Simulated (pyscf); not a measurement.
**Concerted two-bond exchange: HO–SiH: (SMILES O[SiH]) [singlet] + HF (SMILES F) → O=SiH–F (SMILES O=[SiH]F) + H₂ (SMILES [H][H])**

Gas phase, singlet surface, charge 0. Bonds broken: O1–H3, F5–H6. Bonds formed: Si2–F5, H3–H6. Optimised with ωB97X-D3(BJ)/def2-SVP in PySCF.

Transition state (Å):

```xyz
6

O      0.1641     0.4953     0.4425
Si    -0.0071    -0.1692    -1.0506
H     -0.2115    -0.2151     1.1231
H     -1.3652     0.1099    -1.6496
F     -0.1642    -1.7458    -0.4449
H     -0.5921    -1.4323     0.9805
```

One imaginary mode, 1360i cm⁻¹; descent along it reached the two sides named, in the forms told below.

| bond | change | reactant side (Å) | saddle | product side |
|---|---|---|---|---|
| O1–H3 | breaks | 0.966 | 1.053 | 2.383 |
| F5–H6 | breaks | 0.947 | 1.521 | 5.1 |
| Si2–F5 | forms | 2.380 | 1.696 | 1.604 |
| H3–H6 | forms | 2.238 | 1.283 | 0.762 |

Electronic energies relative to the separated reactants (kJ/mol):

```tsv
level	barrier	reaction energy	reverse barrier
ωB97X-D3(BJ)/def2-TZVP	267.5	-136.4	403.9
PBE/def2-TZVP	165.5	-138.3	303.8
r²SCAN/def2-TZVP	176.8	-157.7	334.4
B3LYP-D3(BJ)/def2-TZVP	209.3	-137.5	346.8
PBE0-D3(BJ)/def2-TZVP	219.2	-124.5	343.7
M06-2X/def2-TZVP	253.0	-129.8	382.8
ωB97M-D3(BJ)/def2-TZVP	258.5	-125.3	383.8
HF/def2-TZVP	412.0	-109.3	521.2
```

With ωB97M-D3(BJ)/def2-TZVP energies and thermal terms (ideal gas, 1 atm, RRHO with modes under 100 cm⁻¹ raised to 100, one conformer, R ln 2 for chiral ones without a mode under 150 cm⁻¹), in kJ/mol:

```
T (K)    ΔH‡    ΔG‡      ΔH      ΔG
-----  -----  -----  ------  ------
298    239.8  280.8  -139.1  -132.4
600    239.3  322.8  -137.6  -126.2
900    241.4  364.2  -136.1  -120.9
1200   244.5  404.6  -134.6  -116.0
```

On the reactant side the descent ends in a complex, 19.5 kJ/mol under the separated species and 287.0 kJ/mol under the saddle at ωB97X-D3(BJ)/def2-TZVP. The same reactants have a lower exit, to HO–Si:–F [singlet] + H₂ (barrier +7.7 kJ/mol at ωB97M-D3(BJ)/def2-TZVP, against +258.5 kJ/mol here). O=SiH–F lies 66.3 kJ/mol over its isomer HO–Si:–F [singlet] (electronic energy, ωB97M-D3(BJ)/def2-TZVP). One saddle was located; it need not be the lowest between these sides. One closed-shell reference is unstable to symmetry breaking; treat the single-reference values with care.
